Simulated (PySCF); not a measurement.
# [N2H5]+ (SMILES N[NH3+]): levels of theory compared

We compute a comparison of 6 runs (B3LYP/STO-3G, PBE/STO-3G, PBE0/STO-3G, SVWN5/STO-3G, wB97X-V/STO-3G, CCSDTQ/STO-3G) of [N2H5]+. Input form: a Python script.

The results are computed with PySCF 2.14.0.

1 further run of the same task is left out (set aside as unsound or not needed).

### 1 Starting point

The species is [N2H5]+ (7 atoms), meant as a singlet with charge +1. SMILES: `N[NH3+]`. The N1–H4 distance was set to 1.524 Å, away from the relaxed value. At this shape a bond of the SMILES string is far longer than usual.

Bond lengths: N1–N2 1.428 Å, N1–H3 1.016 Å, N2–H5 1.036 Å, N2–H6 1.036 Å, N2–H7 1.042 Å. Angles: N1–N2–H5 108.0°, N1–N2–H6 108.0°, N1–N2–H7 116.6°, N2–N1–H3 112.3°, H5–N2–H6 106.9°, H5–N2–H7 108.4°, H6–N2–H7 108.4°. A long bond or contact: N1–H4 1.524 Å.

### 2 A single-point energy at B3LYP/STO-3G (run 1)

job.py

```python
from pyscf import gto, dft

mol = gto.M(
    atom='''
N       -0.581086      -0.458734       0.427468
N       -0.020746       0.852496       0.353528
H       -0.362406      -0.922464       1.304658
H       -0.152390      -1.337080      -0.741980
H       -0.348816       1.291306      -0.526072
H       -0.410696       1.412076       1.133768
H        1.018754       0.919056       0.387468
''',
    verbose=4,
    max_memory=1860,
    basis='sto-3g',
    charge=1,
    spin=0,
)

myscf = dft.RKS(mol, xc='b3lyp')
myscf.conv_tol = 1e-10
myscf.grids.level = 5
myscf.kernel()
if not myscf.converged:
    myscf = myscf.newton().run(myscf.mo_coeff, myscf.mo_occ)

energy = myscf.e_tot
print('Final energy', energy)
```

Run with:

```
OMP_NUM_THREADS=1 python job.py
```

Log:

```text
PySCF version 2.14.0

[... 73 lines left out ...]
converged SCF energy = -110.68963455071
Final energy -110.68963455071042
```

It took 2.6 s on 1 thread of Arm Neoverse V2, shared host; peak memory 0.18 GiB.

### 3 The energy at PBE/STO-3G (run 2)

geometry.xyz

```xyz
7

N     -0.581086    -0.458734     0.427468
N     -0.020746     0.852496     0.353528
H     -0.362406    -0.922464     1.304658
H     -0.152390    -1.337080    -0.741980
H     -0.348816     1.291306    -0.526072
H     -0.410696     1.412076     1.133768
H      1.018754     0.919056     0.387468
```

calc.py

```python
from pyscf import gto, dft

mol = gto.M(
    atom='geometry.xyz',
    verbose=3,
    spin=0,
    basis='sto-3g',
    max_memory=1860,
    charge=1,
)

mf = dft.RKS(mol)
mf.xc = 'pbe'
mf.conv_tol = 1e-10
mf.grids.level = 5
mf.kernel()
if not mf.converged:
    mf = mf.newton().run(mf.mo_coeff, mf.mo_occ)

etot = mf.e_tot
print('E = %.10f Eh' % etot)
```

Run with:

```
OMP_NUM_THREADS=1 python calc.py
```

Log:

```text
converged SCF energy = -110.560844645103
E = -110.5608446451 Eh
```

Wall time 2.3 s (1 thread of Arm Neoverse V2, shared host); peak memory 0.18 GiB.

Runs 3 to 5 aren't shown in full; the table further down has their settings and results.

### 4 The energy at CCSDTQ/STO-3G (run 6)

mol.xyz

```xyz
7

N     -0.581086    -0.458734     0.427468
N     -0.020746     0.852496     0.353528
H     -0.362406    -0.922464     1.304658
H     -0.152390    -1.337080    -0.741980
H     -0.348816     1.291306    -0.526072
H     -0.410696     1.412076     1.133768
H      1.018754     0.919056     0.387468
```

job.py

```python
from pyscf import gto, cc

mol = gto.M(
    atom='mol.xyz',
    max_memory=1860,
    basis='sto-3g',
    charge=1,
    verbose=4,
)

mf = mol.RHF()
mf.conv_tol = 1e-10
mf.kernel()
if not mf.converged:
    mf = mf.newton().run(mf.mo_coeff, mf.mo_occ)

mycc = cc.CCSDTQ(mf, frozen=2)
mycc.kernel()
energy = mycc.e_tot
print('E(%s) = %.9f' % ('CCSDTQ', energy))
```

Run with:

```
OMP_NUM_THREADS=1 python job.py
```

Log:

```text
PySCF version 2.14.0

[... 61 lines left out ...]
converged SCF energy = -110.036451898039
[... 19 lines left out ...]
Init t2, MP2 energy = -110.162294227958  E_corr(MP2) -0.125842329919
[... 16 lines left out ...]
RCCSDTQ converged
[... 3 lines left out ...]
E(CCSDTQ) = -110.209789566
```

Run time: 23 s. Hardware: 1 thread of Arm Neoverse V2, shared host; peak memory 0.17 GiB.

### 5 The series

```tsv
run	level	nlc grid	integration grid	energy (Eh)	HOMO energy (eV)	LUMO energy (eV)	HOMO–LUMO gap (eV)	wall time
1	B3LYP/STO-3G	–	5	-110.689635	-11.30	-4.73	6.58	2.6 s
2	PBE/STO-3G	–	5	-110.560845	-9.71	-5.70	4.01	2.3 s
3	PBE0/STO-3G	–	5	-110.578759	-11.52	-4.27	7.24	2.3 s
4	SVWN5/STO-3G	–	5	-109.757095	-9.38	-5.37	4.01	1.9 s
5	wB97X-V/STO-3G	1	5	-110.670346	-14.10	-1.75	12.36	20 s
6	CCSDTQ/STO-3G	–	–	-110.209790	-16.14	0.79	16.92	23 s
```

### 6 Results

| quantity | value |
| --- | --- |
| run 6: total energy | -110.20979 Eh |
| run 6: HOMO energy (Hartree–Fock orbitals) | -16.14 eV |
| run 6: LUMO energy (Hartree–Fock orbitals) | 0.79 eV |
| run 6: HOMO–LUMO gap (Hartree–Fock orbitals) | 16.92 eV |
| run 6: correlation energy (2 core orbitals frozen) | -173.3 mEh |
| run 6: T1 diagnostic | 0.016 |

Over runs 1, 2, 3, 4, 5 the HOMO–LUMO gap runs from 4.01 eV (PBE/STO-3G) to 12.36 eV (wB97X-V/STO-3G). Totals of different functionals can't be ranked against each other. In runs 1, 2, 3, 4, 5, 6 the basis is minimal, so the values are rough. All runs together took 52 s, the longest 23 s.
